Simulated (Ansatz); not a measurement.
A ladder of methods for SiH2SF (SMILES F[SiH2][S])

SiH2SF: 5 atoms, total charge 0, spin state doublet. SMILES: `F[SiH2][S]`. The shape is that of a PBE0-D4/def2-TZVP optimisation.

Quantity: the vertical electron affinity (to the singlet anion), in eV. The values are calculated.

The electron affinity is E(neutral) − E(anion): positive where the electron is bound.

| level | kind | program | value (eV) | less FCI/STO-3G | CPU time (all runs) |
| --- | --- | --- | --- | --- | --- |
| UHF/STO-3G | Hartree–Fock | Ansatz | -4.59 | +0.01 | 0.43 s |
| USVWN5/STO-3G | LDA | Ansatz | -3.28 | +1.32 | 3.4 s |
| UPBE/STO-3G | GGA | Ansatz | -3.34 | +1.26 | 5.5 s |
| U-r2SCAN/STO-3G | meta-GGA | Ansatz | -3.30 | +1.30 | 16 s |
| U-r2SCAN0/STO-3G | hybrid meta-GGA | Ansatz | -3.35 | +1.25 | 15 s |
| U-wB97X/STO-3G | range-separated hybrid | Ansatz | -3.33 | +1.27 | 28 s |
| UB2PLYP/STO-3G | double hybrid | Ansatz | -3.79 | +0.81 | 5.4 s |
| UMP2/STO-3G | perturbation theory | Ansatz | -4.56 | +0.04 | 0.46 s |
| UCCSD(T)/STO-3G | coupled cluster or CI | Ansatz | -4.60 | 0.00 | 0.68 s |
| FCI/STO-3G | exact in the basis | Ansatz | -4.60 | 0.00 | 27 s |

FCI/STO-3G is exact within its basis and frozen core, so for wave-function methods in that basis the difference is their error; functionals converge differently with the basis, so for them it is only a difference. The values span -4.60 to -3.28 eV. All rows use very small basis sets, so even the best lies far from the true value. Negative values mean that the anion is unbound at that level; they are set by how diffuse the basis is and aren't properties of the molecule. Times are those of the runs behind each value, whatever else they computed, on shared processors of several kinds: orders of magnitude only.
